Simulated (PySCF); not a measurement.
Working out the ionisation energy of Ne

Ne [Ne] (1S) → Ne⁺ [He] 2s2 2p5 (2P). Computed with PySCF 2.14 in aug-cc-pVQZ-DK, with the spin-free X2C one-electron Hamiltonian (Gaussian nucleus). Frozen: 1s2. Energies in hartree (1 hartree = 27.21139 eV):

```json
{"part": "UHF", "Ne (lower)": "-128.680956", "Ne⁺ (upper)": "-127.959141"}
{"part": "CCSD correlation", "Ne (lower)": "-0.298043", "Ne⁺ (upper)": "-0.231940"}
{"part": "(T)", "Ne (lower)": "-0.005959", "Ne⁺ (upper)": "-0.003227"}
```

Q: What does Hartree-Fock give?

A: (-127.959141) − (-128.680956) = 0.721815 hartree = 19.642 eV.

Q: What do CCSD and CCSD(T) give?

A: The CCSD correlation energies differ by 0.066103 hartree = 1.799 eV and the triples by 0.002732 hartree = 0.074 eV, so CCSD gives 21.441 eV and CCSD(T) 21.515 eV.

Measured between the centres of the two terms (NIST): 21.597 eV, so CCSD(T) (valence) is off by -0.082 eV.

What remains against the reference includes basis incompleteness, the frozen core and higher excitations.
